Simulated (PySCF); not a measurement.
# Computed properties of Na2, SMILES [Na][Na]

Na2, SMILES [Na][Na]. Geometry: B3LYP-D3(BJ)/def2-TZVPD. The values are those of a single conformer. All values are computed for the isolated molecule unless a solvent is named; none is compared with measurement here.

**Structure.** The optimised structure has D∞h symmetry. All 1 harmonic modes at B3LYP-D3(BJ)/def2-TZVPD (PySCF) are real, so it is a minimum.

**Vibrations.** No mode carries more than 0.5 km/mol of infrared intensity. The softest mode is at 159 cm⁻¹ and the zero-point energy is 0.2 kcal/mol.

**Electronic structure.** ωB97X/def2-TZVPD (PySCF) places the frontier levels at -5.00 and -0.16 eV, a gap of 4.84 eV, and gives a dipole moment of 0.00 D and a mean polarisability of 260.6 bohr³.

**Excitations.** TDA-M06-2X/def2-TZVPD (PySCF) has S1 at 2.26 eV (548 nm, f = 0.995, bright); the most intense of the 10 singlets computed lies at 2.69 eV (f = 1.20). Strengths of degenerate partners are summed. T1 (TDA) is at 0.51 eV, 1.75 eV under S1.
